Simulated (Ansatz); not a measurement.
A nudged elastic band was laid between two geometries of CH6AlF (9 atoms, charge 0, multiplicity 1).

Level of theory: Ansatz, RKS B3LYP-D4/def2-SVP.

| Property | Result |
| --- | --- |
| movable images | 5 |
| climbing image | yes |
| spring | 5.0 eV/Å² |
| optimiser | quadratic models (default) |
| start path | through a guess of the saddle point |
| force threshold | 0.05 eV/Å |
| iteration limit | 60 |
| end points | relaxed |

Image 0:

```xyz
9
Properties=species:S:1:pos:R:3
Al 0.026 0.112 0.006
H 0.106 -0.122 1.652
C 1.714 -0.025 -0.969
H 1.949 -1.084 -1.184
H 1.677 0.495 -1.941
H 2.563 0.384 -0.397
H -1.404 -0.135 -0.626
F -0.063 1.965 0.872
H 0.005 1.306 1.613
```

Image 6:

```xyz
9
Properties=species:S:1:pos:R:3
Al -0.062 0.683 -0.345
H 0.258 -0.272 1.853
C 1.679 0.060 -0.952
H 1.789 -1.033 -0.841
H 1.821 0.284 -2.026
H 2.505 0.548 -0.408
H -1.430 -0.086 -0.523
F -0.179 2.239 0.274
H 0.193 0.475 1.994
```

(1) Which bonds break or form, and what moves?

(2) What energy profile does the band end with?

Results:

(1) Bonds broken: Al1–H2, F8–H9. Bonds formed: H2–H9. CH6AlF becomes CH4AlF + H2.

(2) The forces met the threshold. The highest image is number 0 of 0 to 6, 0.0 kJ/mol above the first end and 130.2 kJ/mol above the last; the last end lies 130.2 kJ/mol below the first. The highest image is an end point: on this band no image between the ends rises above it. A vibrational analysis next to that end finds imaginary modes (213i cm⁻¹), so it isn't a minimum. The orbitals stay closed-shell, which can raise the energy where a bond breaks towards radicals; this wasn't checked here.

```tsv
image	path coordinate (Å)	energy (kJ/mol)	Al1–H2 (Å)	F8–H9 (Å)	H2–H9 (Å)
0	0.00	0.0	1.67	0.99	1.43
1	0.15	0.0	1.68	1.01	1.34
2	0.48	-22.1	1.79	1.28	0.99
3	0.81	-88.5	1.98	1.63	0.80
4	1.14	-120.1	2.21	1.98	0.77
5	1.47	-129.2	2.38	2.31	0.76
6	1.80	-130.2	2.42	2.49	0.76
```

The run took 73 s on 1 thread of Intel(R) Xeon(R) 6975P-C (Granite Rapids), on a shared host, peak memory 0.15 GiB.
